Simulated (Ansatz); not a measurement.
**How far each method lies from full CI for H2B–B, singlet**

Geometry: a point of a stretch scan, not a stationary point.

| atom | x (Å) | y (Å) | z (Å) |
| --- | --- | --- | --- |
| B | 0.0000 | 0.0000 | 1.6875 |
| B | 0.0000 | 0.0000 | -2.1185 |
| H | 0.0000 | 1.0240 | 2.3111 |
| H | 0.0000 | -1.0240 | 2.3111 |

Basis 6-31G; Ansatz 0.2.0. Correlated methods freeze the noble-gas cores, which leaves 8 electrons in 20 orbitals. Prefix R: restricted or restricted open-shell reference; prefix U: unrestricted. Active spaces: valence = (8e, 10o) chosen from the atoms' valence shells; pair = (2e, 2o) about the gap.

Full CI is exact within this basis and frozen core; it isn't the basis-set limit. The frozen core follows each run's orbitals, which can shift R against U totals by a few meV.

Unrestricted rows (U) aren't spin-pure: their determinants' ⟨S²⟩ exceeds S(S+1) by up to 0.97, so they mix in states of higher spin.

- UHF ⟨S²⟩: 1.005
- ⟨S²⟩ of the determinant under UCCSD: 0.969
- T1 diagnostic (RCCSD): 0.0439
- largest doubles amplitude (RCCSD): 0.604

```json
{"level": "RMP2", "E − E(RHF) (eV)": "-3.2730"}
{"level": "UMP2", "E − E(RHF) (eV)": "-4.2091"}
{"level": "RCCSD*", "E − E(RHF) (eV)": "-5.0431"}
{"level": "UCCSD", "E − E(RHF) (eV)": "-5.1506"}
{"level": "RCCSD(T)*", "E − E(RHF) (eV)": "-5.2890"}
{"level": "UCCSD(T)", "E − E(RHF) (eV)": "-5.1929"}
```

(1) Estimate how far full CI in 6-31G lies from RCCSD(T). The table doesn't fix it; the size of (T) and the diagnostics are the guide.

(1) Full CI in 6-31G lies 3 meV above RCCSD(T), which is 1 % of the (T) step (-246 meV). (T) overshoots here: it takes the energy past the reference.

The other levels:

| level | E − E(full CI) (meV) | share of correlation (%) | wall time |
| --- | --- | --- | --- |
| UHF† | 2769 | – | 0.33 s |
| CISD | 916 | 82.67 | 0.33 s |
| BCCD(T)* | 9 | 99.83 | 0.81 s |
| RCCSDT* | 7 | 99.88 | – |
| UCCSDT* | 9 | 99.83 | – |
| RCCSDT(Q)* | 0 | 100.00 | 1.5 s |
| UCCSDT(Q)* | -2 | 100.04 | 4.2 s |
| RCCSDTQ* | 0 | 100.00 | 14 s |
| UCCSDTQ* | 1 | 99.99 | 39 s (H100) |
| CASSCF (pair space) | 2679 | 49.32 | – |
| NEVPT2 (pair space) | 964 | 81.77 | 0.15 s |
| MRCISD (pair space) | 181 | 96.58 | – |
| MRCISD+Q (pair space) | -34 | 100.65 | 0.27 s |
| CASSCF (valence space) | 737 | 86.06 | – |
| NEVPT2 (valence space) | 257 | 95.13 | 7 s (H100) |
| MRCISD (valence space) | 15 | 99.71 | – |
| MRCISD+Q (valence space) | 3 | 99.95 | 8 s (H100) |

An asterisk marks runs whose energy the program itself flagged as in doubt. A dagger marks rows that describe another state than the reference (another or a broken symmetry, a higher spin or other natural occupations), so the difference isn't the method's error.

The correlation energy at full CI, counted from RHF, is -5.286 eV. That run took 18 s on 2 threads of AMD EPYC 7R13 with a shared H100 80 GB, shared host over 5,884,777 determinants.

Times hold each run's SCF and search for its determinant on a shared host, so for small cases they say little of a method's own cost; rows without a card ran on 1 thread of AMD EPYC 7R13.

Not variational, and here over 5 meV under the exact energy: MRCISD+Q (pair space).

The full-CI state has the irrep A1 of C2v, in the program's axes.

Natural occupations of full CI about the gap: 1.970 1.968 1.884 1.396 0.594 0.054 0.053 0.020 0.019 0.013; effectively unpaired electrons, Σ n²(2−n)², 1.49. No single determinant describes this state well, so single-reference rows can miss without a flag.
